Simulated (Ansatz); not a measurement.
**Scan of SiH3, doublet**

Starting geometry (PBE0/def2-TZVP stationary point for this spin, not checked as a minimum):

```xyz
4

Si    0.0001   -0.0001   -0.0437
H     1.4153    0.0146    0.4091
H    -0.7211    1.2200    0.4030
H    -0.6968   -1.2329    0.4066
```

From there H4 moves along the line of the two atoms named below, all else staying in place; atoms are numbered as listed. Energies are in kJ/mol, counted from the starting geometry at the same level. Kohn–Sham curves are unrestricted where that lies lower.

Basis cc-pVDZ; Ansatz 0.2.0. Correlated methods freeze the noble-gas cores.

Unrestricted Kohn–Sham rows aren't spin-pure: their determinants' ⟨S²⟩ exceeds S(S+1) by up to 0.23, so they mix in states of higher spin.

Full CI is exact within this basis and frozen core; it isn't the basis-set limit.

```
distance Si1-H4 (Å)   BLYP
              1.170  149.6
              1.352   23.3
              1.486    0.0
              1.629    9.5
              1.778   39.2
              2.020  103.8
              2.395  201.8
              2.803  273.4
              3.294  309.2
              4.029  322.3
              5.142  324.4
```

Estimate the full CI curve in cc-pVDZ from this one, knowing how BLYP errs.

The computed full CI values, in kJ/mol from the starting point, and the error of BLYP against them:
| distance Si1-H4 (Å) | full CI | BLYP less full CI |
| --- | --- | --- |
| 1.170 | 147.7 | 1.9 |
| 1.352 | 21.1 | 2.2 |
| 1.486 | 0.0 | 0.0 |
| 1.629 | 13.0 | -3.5 |
| 1.778 | 46.9 | -7.7 |
| 2.020 | 117.6 | -13.8 |
| 2.395 | 219.2 | -17.4 |
| 2.803 | 289.5 | -16.0 |
| 3.294 | 315.9 | -6.7 |
| 4.029 | 317.7 | 4.5 |
| 5.142 | 317.7 | 6.6 |

The error spans 24.1 kJ/mol and is largest, -17.4 kJ/mol, at 2.395 Å.

In so small a basis the reference is far from its limit while semilocal and hybrid functionals are nearer theirs, so the functionals' errors here hold much of the reference's basis and frozen-core error, which can add to them or hide them.
